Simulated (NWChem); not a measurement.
# singlet CF+ at 6 levels

Wanted: a comparison of 6 runs (HF/3-21G, B3LYP/cc-pVTZ, B3LYP/6-31G*, PBE0/cc-pVTZ, MP2/cc-pVTZ, CCSD(T)/cc-pVTZ) of singlet CF+. 

The calculation is run with NWChem 7.3.0.

27 further runs of the same task are left out: 27 set aside as unsound or not needed.

**1. Starting point**

CF+ has 2 atoms, charge +1, and is taken as a singlet. SMILES of the parent species: `[C]F`. The coordinates come from a PBE0-D4/def2-TZVP relaxation. That shape belongs to the parent species and isn't relaxed for this state.

Bond lengths: C1–F2 1.268 Å.

**2. The energy at HF/3-21G (run 1)**

input.nw reads:

```
start input
title "CF"
memory total 2200 mb
charge 1

geometry units atomic noautosym nocenter noautoz
  C   0.00000000  0.00000000  0.00582036
  F   0.00000000  0.00000000  2.40244662
end

basis spherical bse
  * library 3-21G
end

scf
  singlet
  rhf
  thresh 1e-08
  maxiter 80
end

task scf energy
```

The run is started by

```
$ nwchem input.nw > input.out
```

What it wrote:

```text
[...]
  functions       =    18
[...]
  wavefunction    = RHF
[...]
         Total SCF energy =   -136.067293224968
      One-electron energy =   -226.498376131034
      Two-electron energy =     67.899409569565
 Nuclear repulsion energy =     22.531673336501
        Time for solution =      0.1s
[...]
```

It took 0.7 s on 1 thread of Intel Xeon 6975P-C (Granite Rapids), shared host; peak memory 0.097 GiB.

**3. The energy at B3LYP/cc-pVTZ (run 2)**

cf.nw reads:

```
start cf
memory stack 880 mb heap 220 mb global 1100 mb
charge 1

geometry noautosym nocenter noautoz
  C      0.000000     0.000000     0.003080
  F      0.000000     0.000000     1.271320
end

basis "ao basis" spherical bse
  * library cc-pVTZ
end

dft
  xc b3lyp
  grid xfine
  convergence energy 1e-08
  maxiter 100
  mulliken
  print low
end

task dft energy
```

The run is started by

```
$ nwchem cf.nw > cf.out
```

What it wrote:

```text
[...]
 d= 0,ls=0.0,diis     1   -137.1420786066 -1.60D+02  3.17D-02  4.21D+00     1.0
[...]
 d= 0,ls=0.0,diis     8   -137.4736999128 -9.84D-10  7.92D-07  1.73D-08     4.7
         Total DFT energy =     -137.473699912767
      One electron energy =     -227.954216040701
           Coulomb energy =       83.254340815354
    Exchange-Corr. energy =      -15.305499643251
 Nuclear repulsion energy =       22.531674955831
[...]
      Total Density - Mulliken Population Analysis
     ---------------------------------------------
    Atom       Charge   Shell Charges
 -----------   ------   -------------------------------------------------------
    1 C    6     5.24   1.95  0.31  1.13  0.48  0.45  0.70  0.10  0.03  0.08  0.02
    2 F    9     8.76   1.94  0.29  1.09  0.56  1.54  2.32  0.99  0.00  0.02  0.00
[...]
```

Wall time 5.4 s (1 thread of Intel Xeon 6975P-C (Granite Rapids), shared host); peak memory 0.11 GiB.

**4. The energy at B3LYP/6-31G(d) (Cartesian functions) (run 3)**

sp.xyz reads:

```xyz
2

C      0.000000     0.000000     0.003080
F      0.000000     0.000000     1.271320
```

run.py reads:

```python
from ase.io import read
from ase.calculators.nwchem import NWChem

mol = read('sp.xyz')

calc = NWChem(
    label='sp',
    theory='dft',
    memory='2200 mb',
    basis='6-31G*',
    charge=1,
    dft={'xc': 'b3lyp', 'mult': '1', 'grid': 'xfine', 'convergence': 'energy 1e-08', 'iterations': '100', 'mulliken': None},
    task='energy',
)
mol.calc = calc

print(f"energy = {mol.get_potential_energy():.6f} eV")
print("dipole (e A):", mol.get_dipole_moment().round(4))
```

The run is started by

```
$ export ASE_NWCHEM_COMMAND="nwchem PREFIX.nwi > PREFIX.nwo"
$ python run.py
```

What it wrote:

```text
energy = -3739.499273 eV
dipole (e A): [ 0.     -0.      0.4321]
```

The calculator wrote sp.nwi:

```
title "sp"

permanent_dir sp

scratch_dir sp

start sp

geometry units angstrom nocenter noautosym noautoz
  C  0.0000000000000000e+00 0.0000000000000000e+00 3.0799999999999998e-03
  F  0.0000000000000000e+00 0.0000000000000000e+00 1.2713200000000000e+00
end

charge 1

memory 2200 mb

basis noprint
   * library 6-31G*
end

dft
  xc b3lyp
  mult 1
  grid xfine
  convergence energy 1e-08
  iterations 100
  mulliken
end

task dft energy
```

sp.nwo (excerpt; [...] marks lines left out):

```text
[...]
      One electron energy =     -227.810808715621
[... 1 line left out ...]
    Exchange-Corr. energy =      -15.289482265919
[... 6 lines left out ...]
                       DFT Final Molecular Orbital Analysis
[... 228 lines left out ...]
     -------------------------------------------
[...]
```

Wall time 2.9 s (1 thread of Intel Xeon 6975P-C (Granite Rapids), shared host); peak memory 0.11 GiB.

Runs 4 to 5 aren't shown in full; the table further down has their settings and results.

**5. The energy at CCSD(T)/cc-pVTZ (run 6)**

mymol.nw reads:

```
start mymol
title "CF"
memory total 2200 mb
charge 1
geometry units angstrom noautosym nocenter noautoz
 C      0.000000     0.000000     0.003080
 F      0.000000     0.000000     1.271320
end
basis spherical bse
 * library cc-pVTZ
end
scf
 thresh 1e-08
 maxiter 80
end
ccsd
 freeze core 2
 maxiter 60
end
task ccsd(t)
```

The run is started by

```
$ nwchem mymol.nw > mymol.out
```

What it wrote:

```text
[...]
  functions       =    60
[...]
  wavefunction    = RHF
[...]
         Total SCF energy =   -136.874760194609
      One-electron energy =   -227.939752540643
      Two-electron energy =     68.533317390203
 Nuclear repulsion energy =     22.531674955831
        Time for solution =      4.4s
[...]
 Total MP2 energy:           -137.233915775233015
[...]
             energy      energy      error      ampl     ampl      Block
                                                time     time      time
[...]
 Total CCSD energy:           -137.244636857991310
[...]
 Total CCSD+T(CCSD) energy:           -137.264578758728902
[...]
 Total CCSD(T) energy:                -137.261603669776434
[...]
```

Run time: 22 s. Hardware: 1 thread of Intel Xeon 6975P-C (Granite Rapids), shared host; peak memory 0.12 GiB.

**6. All runs side by side**

| run | level | iteration cap | module | energy (Eh) | HOMO energy (eV) | LUMO energy (eV) | HOMO–LUMO gap (eV) | wall time |
| --- | --- | --- | --- | --- | --- | --- | --- | --- |
| 1 | HF/3-21G | 80 | scf | -136.067293 | -26.93 | -8.90 | 18.03 | 0.7 s |
| 2 | B3LYP/cc-pVTZ | 100 | dft | -137.473700 | – | – | – | 5.4 s |
| 3 | B3LYP/6-31G* (Cartesian functions) | 100 | dft | -137.424065 | -22.05 | -13.70 | 8.35 | 2.9 s |
| 4 | PBE0/cc-pVTZ | 100 | dft | -137.329009 | -22.34 | -13.36 | 8.98 | 6.6 s |
| 5 | MP2/cc-pVTZ | 80 | mp2 | -137.233916 | -26.83 | -8.37 | 18.46 | 6 s |
| 6 | CCSD(T)/cc-pVTZ | 80 | ccsd(t) | -137.261604 | -26.83 | -8.37 | 18.46 | 22 s |

**7. Results**

| quantity | value |
| --- | --- |
| run 6: total energy | -137.26160 Eh |
| run 6: HOMO energy (Hartree–Fock orbitals) | -26.83 eV |
| run 6: LUMO energy (Hartree–Fock orbitals) | -8.37 eV |
| run 6: HOMO–LUMO gap (Hartree–Fock orbitals) | 18.46 eV |
| run 6: correlation energy (2 core orbitals frozen) | -386.8 mEh |
| run 6: (T) correction | -16.97 mEh |

**Reading.** Over runs 1, 3, 4 the HOMO–LUMO gap runs from 8.35 eV (B3LYP/6-31G*) to 18.03 eV (HF/3-21G). The two ends differ in method and basis. Totals of different functionals can't be ranked against each other. All runs together took 43 s, the longest 22 s.
